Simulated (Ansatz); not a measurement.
A ladder of methods for BH3O (SMILES BO)

The species is BH3O (5 atoms), meant as a singlet with charge 0. SMILES: `BO`. The coordinates come from a PBE0-D4/def2-TZVP relaxation.

Each level gives the electronic atomisation energy (eV). The values are calculated. Electronic energies at fixed atoms, without zero-point motion or spin-orbit coupling.

```json
{"level": "HF/STO-3G", "kind": "Hartree–Fock", "program": "Ansatz", "value (eV)": "17.16", "less CCSDT/STO-3G": "-1.93"}
{"level": "revPBE/STO-3G", "kind": "GGA", "program": "Ansatz", "value (eV)": "22.20", "less CCSDT/STO-3G": "+3.11"}
{"level": "r2SCAN/STO-3G", "kind": "meta-GGA", "program": "Ansatz", "value (eV)": "22.41", "less CCSDT/STO-3G": "+3.32"}
{"level": "B3LYP/STO-3G", "kind": "global hybrid", "program": "Ansatz", "value (eV)": "22.32", "less CCSDT/STO-3G": "+3.23"}
{"level": "HSE06/STO-3G", "kind": "range-separated hybrid", "program": "Ansatz", "value (eV)": "22.21", "less CCSDT/STO-3G": "+3.12"}
{"level": "B2PLYP/STO-3G", "kind": "double hybrid", "program": "Ansatz", "value (eV)": "21.13", "less CCSDT/STO-3G": "+2.04"}
{"level": "RPA@PBE/STO-3G", "kind": "RPA", "program": "Ansatz", "value (eV)": "18.75", "less CCSDT/STO-3G": "-0.34"}
{"level": "BCCD(T)/STO-3G", "kind": "coupled cluster or CI", "program": "Ansatz", "value (eV)": "19.07", "less CCSDT/STO-3G": "-0.02"}
{"level": "CCSD/STO-3G", "kind": "coupled cluster or CI", "program": "Ansatz", "value (eV)": "18.98", "less CCSDT/STO-3G": "-0.11"}
{"level": "CCSDT/STO-3G", "kind": "coupled cluster or CI", "program": "Ansatz", "value (eV)": "19.09", "less CCSDT/STO-3G": "0.00"}
```

CCSDT/STO-3G is the highest level here, not the true value. The values span 17.16 to 22.41 eV. All rows use very small basis sets, so even the best lies far from the true value.
